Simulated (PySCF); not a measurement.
## Telling isomers of C7H5N apart by NMR

Computed data (PySCF 2.14): geometry: GFN2-xTB, spin–spin couplings from B3LYP/pcJ-1 (spin–dipole term left out of most H,H and C,H couplings), GIAO PBE0/pcSseg-1 shieldings. No solvent model, fast rotation and ring inversion assumed for equivalent nuclei, one conformer, non-relativistic.

Referencing at the same level of theory: TMS for ¹H, ¹³C. Multiplet labels drop J under 1 Hz and among equivalent protons, and merge close values. Unscaled 3J(H,H) run several per cent high. Where no couplings were computed, multiplicities follow the n + 1 count of equivalent neighbours, and m marks all less simple cases (inequivalent or close neighbours, rings, F or P nearby). Shifts are as computed. Against solution values, carbons near 30 ppm lie about +3 ppm off and those near 130 ppm about +5 ppm. Of 1211 compounds with measured shifts, 218 miss one by over three times the rms of a fit or turn the order of signals round; such compounds aren't used in these exercises.

(1) Tabulate the signals of `C#Cc1ccccn1`, `N#Cc1ccccc1`, `C#CC(=C)/C=C\C#N` and their relative energies.

(2) What is the quickest way to tell N#Cc1ccccc1 from C#CC(=C)/C=C\C#N?

(3) What is the quickest way to tell C#Cc1ccccn1 from N#Cc1ccccc1?

(4) What is the quickest way to tell C#Cc1ccccn1 from C#CC(=C)/C=C\C#N?

## Answers

(1) 
```json
{"SMILES": "C#Cc1ccccn1", "carbon types": "2×C 5×CH", "δC": "155.5, 147.6, 141.5, 134.9, 127.6, 88.5, 86.7", "δH": "8.97 (dt, 1H), 7.91 (td, 1H), 7.73 (dd, 1H), 7.33 (dd, 1H), 2.79 (s, 1H)", "E rel. (kcal/mol)": "40.3"}
{"SMILES": "N#Cc1ccccc1", "carbon types": "2×C 5×CH", "δC": "140.0, 137.7, 134.5, 124.5, 117.8", "δH": "8.00 (d, 2H), 7.84 (m, 1H), 7.78 (m, 2H)", "E rel. (kcal/mol)": "0.0"}
{"SMILES": "C#CC(=C)/C=C\\C#N", "carbon types": "3×C 3×CH 1×CH2", "δC": "152.3, 143.4, 135.2, 120.5, 106.2, 100.9, 81.4", "δH": "6.69 (d, 1H), 6.29 (br s, 1H), 6.09 (br s, 1H), 5.46 (d, 1H), 3.17 (s, 1H)", "E rel. (kcal/mol)": "77.5"}
```

Energies are electronic energies at PBE0/pcSseg-1 on these geometries, without zero-point or thermal terms, each for the one conformer computed, which needn't be the lowest.

(2) Count the carbon signals: 5 against 7. The first has an aromatic CH at 134.5 ppm, the second a terminal =CH2 carbon at 143.4 ppm. Their most deshielded carbons lie at 140.0 and 152.3 ppm. In the proton spectra the most deshielded non-exchanging signals are 8.00 (d, 2H) and 6.69 (d, 1H).

(3) Count the carbon signals: 7 against 5. The first has a terminal alkyne carbon (CH) at 86.7 ppm, the second a substituted aromatic carbon (C) at 117.8 ppm. Their most deshielded carbons lie at 155.5 and 140.0 ppm. In the proton spectra the most deshielded non-exchanging signals are 8.97 (dt, J = 5.5, 1.3 Hz, 1H) and 8.00 (d, 2H).

(4) Both give the same number of carbon signals, but DEPT or the intensities differ. The first has an aromatic CH at 127.6 ppm, the second a terminal =CH2 carbon at 143.4 ppm. Their most deshielded carbons lie at 155.5 and 152.3 ppm. In the proton spectra the most deshielded non-exchanging signals are 8.97 (dt, J = 5.5, 1.3 Hz, 1H) and 6.69 (d, 1H).
